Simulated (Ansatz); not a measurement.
Relaxation of H7Si3 (10 atoms, charge 1, multiplicity 1), to a largest force component of 0.02 eV/Å in at most 50 steps.

The calculation used RKS revPBE-D4/6-31G* in Ansatz 0.2.0.

```xyz
10
Properties=species:S:1:pos:R:3:forces:R:3
Si -1.270 1.170 -1.470 0.05 0.24 0.58
Si 0.136 -0.394 -0.350 -0.02 0.02 -0.02
Si 1.168 -0.869 1.741 -0.09 0.12 -0.07
H -2.464 0.443 -1.909 -0.36 -0.49 -0.14
H -0.502 1.717 -2.592 0.46 0.04 -0.43
H -1.599 2.205 -0.485 -0.11 0.35 0.33
H 0.495 -1.456 -1.307 0.13 -0.41 -0.39
H 1.948 -2.106 1.636 0.19 -0.43 -0.26
H 0.070 -0.997 2.703 -0.51 0.02 0.33
H 2.020 0.288 2.032 0.28 0.54 0.06
```

Problem. Where does it end, and by what steps?

Solution. It converged. Limits of this set-up: the dipole of an ion depends on the origin. After 6 steps the energy has fallen by 0.160 eV; H6 moved furthest, 0.30 Å.

| step | energy less start (eV) | largest force component (eV/Å) | accepted |
| --- | --- | --- | --- |
| 0 | 0.0000 | 0.579 | yes |
| 1 | -0.0890 | 0.561 | yes |
| 2 | -0.1454 | 0.090 | yes |
| 3 | -0.1489 | 0.042 | yes |
| 4 | -0.1563 | 0.099 | yes |
| 5 | -0.1596 | 0.088 | yes |
| 6 | -0.1605 | 0.014 | yes |

```xyz
10
Properties=species:S:1:pos:R:3
Si -1.214 1.160 -1.328
Si 0.192 -0.557 -0.494
Si 1.109 -0.807 1.680
H -2.428 0.409 -1.778
H -0.427 1.710 -2.476
H -1.463 2.134 -0.229
H 0.522 -1.613 -1.510
H 1.936 -2.046 1.708
H -0.106 -0.851 2.553
H 1.880 0.461 1.874
```

Whether the end is a true minimum wasn't checked by a vibrational analysis.

The run took 16 s on 1 thread of Arm Neoverse V2, on a shared host, peak memory 0.11 GiB.
